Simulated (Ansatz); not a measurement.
hcp Sc was calculated with PBEsol-D3(BJ) in Ansatz (plane waves, PAW).

Run with plane-wave cutoff 520 eV, 18×18×10 k mesh (along the axes of the cell as run), Fermi–Dirac smearing 0.05 eV, scalar-relativistic PAW data made under PBE.

Shape and atoms are relaxed at each volume.

Pressure at four volumes; x = ln(V/22.457 Å³). One pressure is withheld.

| V (Å³/atom) | x | P (GPa) |
|---|---|---|
| 21.559 | -0.0408 | 2.68 |
| 22.457 | 0.0000 | 0.00 |
| 22.906 | 0.0198 | -1.17 |
| 23.355 | 0.0392 | ? |

**Question.** Pass a parabola P(x) through the three rows shown, estimate the bulk modulus and its pressure derivative near zero pressure, and predict the withheld pressure.

**Answer.** Slopes between the rows: (0.00 − (2.68))/(0.0000 − (-0.0408)) = -65.69 and (-1.17 − (0.00))/(0.0198 − (0.0000)) = -59.09 GPa. Their difference over the span 0.0606 is c = 6.60/0.0606 = 108.9 GPa, so P(x) = 2.68 + (-65.69)(x − (-0.0408)) + 108.9 (x − (-0.0408))(x − (0.0000)). At the middle row B = −dP/dx = −[-65.69 + 108.9 × 0.0408] = 61.2 GPa, and B′ = dB/dP = 2c/B = 3.6. At x = 0.0392 the parabola gives -2.23 GPa; the run gives -2.25 GPa. The Birch–Murnaghan fit to the energies at all volumes has B0 = 61.4 GPa and B′ = 3.3.

Measured, for comparison: bulk modulus 55.6 GPa (zero-point energy and finite temperature contributions removed, our sources range from 44.5 to 55.6; as tabulated in doi:10.1021/acs.jctc.3c00612). Computed (rounded) less measured: bulk modulus not scored (sources differ).

Note: the bulk modulus comes from volumes at which shape and atoms were relaxed.

Ansatz is a first-principles code.
